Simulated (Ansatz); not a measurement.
# SiHO (doublet): from Hartree-Fock to the top rungs, def2-QZVPP

One table from this session's results is given with a row withheld; the runs are named, their logs left out.

The runs use Ansatz 0.2.0, Gaussian basis; def2-QZVPP, core rule «outside noble gas», up to 6 orbitals frozen.

The runs, in order: UHF; ROHF; CCSD(T) on UHF.

2 further runs of the same task are left out: 2 set aside as unsound or not needed.

**The geometry**

The geometry is a PBE0/def2-TZVP stationary point (not a proven minimum).

3 atoms, charge 0, spin multiplicity 2.

Atoms are counted from 1 here; the program's logs count them from 0.

Bond lengths: Si1–O2 1.523 Å, Si1–H3 1.528 Å. Angles: O2–Si1–H3 118.9°.

Coordinates:

```
Si    0.00000   -0.10159    0.51477
O     0.00000    0.10767   -0.99377
H     0.00000    1.12165    1.43081
```

The first run:

Contents of in.yaml:

```yaml
crystal:
  periodic: [false, false, false]
  atoms:
    - {symbol: Si, position_ang: [0.000000, -0.101589, 0.514766]}
    - {symbol: O, position_ang: [0.000000, 0.107669, -0.993765]}
    - {symbol: H, position_ang: [0.000000, 1.121646, 1.430812]}
basis:
  gaussian: {orbitals: "def2-QZVPP.json"}
magnetization: {spin_polarized: true, initial_magnetization: 1}
hamiltonian: {xc: hf}
output: {orbitals: {seedname: orbitals}}
```

Started as:

```console
ansatz run in.yaml --threads 1 --pin off --events-out ev --progress --plain --max-ram 4096MiB --backend cpu
```

Steps of the session up to this table: UHF; ROHF; CCSD(T) on UHF.

One table of the session follows, with a row left open; its other results are not shown here.

It belongs to the step «Misses and costs». 

```
  method  from UCCSD(T) (meV)
    ROHF             +10639.6
     UHF             +10513.0
    UMP2               +597.2
   UCCSD                    ?
UCCSD(T)                    0
```

Estimate the missing values for UCCSD.

**Answer.** from UCCSD(T) (meV): +520.2. In the column «from UCCSD(T) (meV)» it lies between UCCSD(T) (0) and UMP2 (+597.2).
